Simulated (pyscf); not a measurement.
A first-order saddle from PySCF, ωB97X-D3(BJ)/def2-SVP:

```
Ga
O 1 1.7636
H 2 0.9633 1 114.20
O 1 1.7668 2 126.81 3 0.02
H 4 0.9631 1 115.54 2 179.65
F 1 1.9528 2 110.16 3 143.35
H 6 1.1599 1 75.34 2 103.33
F 7 1.1604 6 141.15 1 2.36
```
Charge 0, spin multiplicity 1.

Surface: singlet, charge 0. Lowest wavenumbers (cm⁻¹): 400i, 92, 173, 176, 205.

Q: Which two sides does it connect, and which bonds change?

A: HO–Ga(OH)–F (SMILES [OH][Ga]([OH])[F]) + HF (SMILES F) <-> HO–Ga(OH)–F (SMILES [OH][Ga]([OH])[F]) + HF (SMILES F), a four-centre exchange read from left to right: F–Ga, F–H broken and F–Ga, F–H formed. At ωB97M-D3(BJ)/def2-TZVP it lies -0.33 eV from the left side and -0.33 eV from the right (each side as separated species at their lowest minima found). On the reactant side the descent ends in an adduct with a F–Ga contact, 0.51 eV under the separated species and 0.16 eV under the saddle at ωB97X-D3(BJ)/def2-TZVP. On the product side the descent ends in an adduct with a F–Ga contact, 0.51 eV under the separated species and 0.16 eV under the saddle at ωB97X-D3(BJ)/def2-TZVP. At ωB97M-D3(BJ) the saddle lies under the separated reactants, which points to a path from their complex (located at ωB97X-D3(BJ) alone). At ωB97M-D3(BJ) the saddle lies under the separated products, which points to a path from their complex (located at ωB97X-D3(BJ) alone). What is counted as formed (F–Ga) is already present as a longer contact in the reactant adduct; forming that adduct is a step of its own. What is counted as broken (F–Ga) persists as a longer contact in the product adduct; parting that adduct is a step of its own. One saddle was located; it need not be the lowest between these sides. Elements up to Kr have no core potential and no relativistic terms here.
